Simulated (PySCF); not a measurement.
The first ionisation energy along group 14

All values are computed (PySCF 2.14, energy differences of UHF-based or UKS calculations, no spin-orbit coupling). Values in eV. The last column holds reference values (NIST; (s) semi-empirical, (t) theoretical, else measured). Unmarked ones compare directly (S terms, centres of terms, or small fine structure); those marked * lie between the lowest fine-structure levels and include a spin-orbit shift.

```tsv
element	configurations	UHF	MP2 (valence)	SCS-MP2 (valence)	CCSD (valence)	CCSD(T) (valence)	reference
C (cc-pVDZ-DK, spin-free X2C)	[He] 2s2 2p2 → [He] 2s2 2p1	10.799	11.084	10.977	10.968	10.975	11.262
Si (cc-pVDZ-DK, spin-free X2C)	[Ne] 3s2 3p2 → [Ne] 3s2 3p1	7.632	7.909	7.837	7.928	7.938	8.157
Ge (cc-pVDZ-DK, spin-free X2C)	[Ar] 3d10 4s2 4p2 → [Ar] 3d10 4s2 4p1	7.403	7.645	7.582	7.665	7.672	7.925
```

| method | elements | mean error (eV) | mean absolute error (eV) | largest error (eV) |
| --- | --- | --- | --- | --- |
| UHF | 3 | -0.504 | 0.504 | -0.525 |
| MP2 (valence) | 3 | -0.235 | 0.235 | -0.280 |
| SCS-MP2 (valence) | 3 | -0.316 | 0.316 | -0.344 |
| CCSD (valence) | 3 | -0.261 | 0.261 | -0.294 |
| CCSD(T) (valence) | 3 | -0.253 | 0.253 | -0.286 |

Errors include the incompleteness of the basis and the frozen core.

"Valence" correlates the outer s and p shells and, in groups 3 to 12 and the f block, the outer d or f shell, open or full, or the next shell where the ion has no valence electron left; the wider scheme adds the next inner shell.
